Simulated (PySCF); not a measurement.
Structure with atom numbers: `[Cl:1][c:2]1[cH:3][cH:4][s:5][cH:6]1`. Each H is labelled by its parent atom.

Geometry: PBE0-D3(BJ)/def2-TZVP; GIAO absolute shieldings from PySCF, gas phase, non-relativistic, averaged over equivalent atoms.

At PBE0/pcSseg-2 (272 basis functions, 64 s wall time on 1 thread of an Arm Neoverse N1, shared host):
```tsv
atoms	σ (ppm)
Cl1	750.1
C2	45.0
C3	48.5
C4	50.1
C6	55.9
S5	268.7
H(C4)	24.14
H(C3)	24.28
H(C6)	24.35
```

Problem. What do these become at wB97X-D/pcSseg-2?

Solution. 
| atoms | σ at wB97X-D/pcSseg-2 | change |
| --- | --- | --- |
| Cl1 | 754.7 | +4.6 |
| C2 | 43.3 | -1.7 |
| C3 | 47.2 | -1.3 |
| C4 | 47.3 | -2.8 |
| C6 | 52.6 | -3.3 |
| S5 | 264.3 | -4.4 |
| H(C4) | 24.20 | +0.06 |
| H(C3) | 24.40 | +0.12 |
| H(C6) | 24.37 | +0.02 |

The largest change is at Cl1 (chlorine bonded to C). Cost: 272 basis functions, 68 s wall time on 1 thread of an Arm Neoverse N1, shared host. The order of the carbon signals is the same at both levels.

Carbons that carry Cl, above all several Cl atoms, come out too deshielded, partly because spin–orbit coupling is missing.
